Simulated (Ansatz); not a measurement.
Two isomers of CH4MgO: A = `[CH3][Mg][OH]`, B = `C[O][MgH]`.

Computed with Ansatz on PBE0-D4/def2-TZVP structures; ΔE is electronic, products minus reactants. CCSD(T)/CBS is the MP2 limit (def2-TZVPP, def2-QZVPP) plus CCSD(T) − MP2 in def2-TZVPP, frozen cores. DFT in def2-TZVPP. B3LYP here is the variant with VWN-RPA as its local correlation; programs differ in this. For Mg outer-core shells are correlated without core-valence functions, which leaves a few kJ/mol of doubt a bond. One conformer a species, not always the lowest.

(1) Which is lower in electronic energy at CCSD(T)/CBS, and by how much? (Estimate.)

(2) Give E(B) − E(A) in kcal/mol with CCSD(T)/def2-SVP, PBE0-D4, B2PLYP, B3LYP, r2SCAN-D4, CCSD(T)/def2-TZVPP, BLYP-D4. (An estimate is asked.)

(3) Does the order hold for the free energy at 298.15 K (harmonic terms from PBE0-D4)? (An estimate is asked.)

Largest T1 diagnostic: 0.011.

Results:

(1) Ansatz gave: A, by 22.4 kcal/mol.

(2) The calculation gave: CCSD(T)/def2-SVP 14.5, PBE0-D4 19.7, B2PLYP 20.5, B3LYP 19.4, r2SCAN-D4 20.3, CCSD(T)/def2-TZVPP 20.7, BLYP-D4 18.9. None reverses the order clearly.

(3) The calculation gave: Yes: G(B) − G(A) = +23.3 kcal/mol, for one conformer each.

From BLYP to BHLYP (50 % exact exchange), in def2-TZVPP and without D4, E(B) − E(A) moves by −1.1 kcal/mol. At CCSD(T), def2-SVP lies −8.0 kcal/mol from the extrapolated value and def2-TZVPP −1.8 kcal/mol.
